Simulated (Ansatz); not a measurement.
`[AlH2][BH]Cl` + CH₃OH → `C[O][AlH2]` + `BCl` at 400 K and 1 bar (cleavage of the Al–B bond).

Program: Ansatz. Geometries: PBE0-D4/def2-TZVP. ΔE: electronic, gas phase. CCSD(T)/CBS is the MP2 limit (def2-TZVPP, def2-QZVPP) plus CCSD(T) − MP2 in def2-TZVPP, frozen cores. This one scheme is used for every species.

```json
{"species": "`[AlH2][BH]Cl`", "CCSD(T)/CBS energy (Eh)": "-728.37691", "H − E (kJ/mol)": "93.1", "S (J/(mol·K))": "329.9"}
{"species": "CH₃OH", "CCSD(T)/CBS energy (Eh)": "-115.61712", "H − E (kJ/mol)": "151.2", "S (J/(mol·K))": "252.6"}
{"species": "`C[O][AlH2]`", "CCSD(T)/CBS energy (Eh)": "-358.26893", "H − E (kJ/mol)": "169.9", "S (J/(mol·K))": "320.8"}
{"species": "`BCl`", "CCSD(T)/CBS energy (Eh)": "-485.78909", "H − E (kJ/mol)": "70.2", "S (J/(mol·K))": "247.0"}
```

H − E and S are ideal-gas, rigid-rotor, harmonic terms from PBE0-D4/def2-TZVP. 1 Eh = 2625.50 kJ/mol, R = 8.31446 J/(mol·K).

Q: By hand: ΔE, ΔH, ΔS and ΔG.

A: ΔE = (-358.26893) + (-485.78909) − (-728.37691) − (-115.61712) = -0.06399 Eh = -168.0 kJ/mol. Δ(H − E) = 169.9 + 70.2 − 93.1 − 151.2 = -4.2, so ΔH = -172.2 kJ/mol. ΔS = 320.8 + 247.0 − 329.9 − 252.6 = -14.7 J/(mol·K). ΔG = -172.2 − 400 × (-14.7)/1000 = -166.3 kJ/mol.

Q: By hand: the equilibrium constant, and the temperature at which ΔG would vanish if ΔH and ΔS stayed fixed.

A: log₁₀ K = −ΔG/(RT ln 10) = 21.7. ΔG = 0 at ΔH/ΔS = 11714 K, far beyond where these terms or the molecules hold.

The number of gas molecules stays the same, so ΔS is small and ΔH decides. A doubt of 5 kJ/mol in ΔE shifts log₁₀ K by 0.7 here. These are equilibria of isolated gas molecules and say nothing of rates. Largest T1 diagnostic: 0.013 (customary marks: 0.02 for closed shells, 0.045 for open ones).
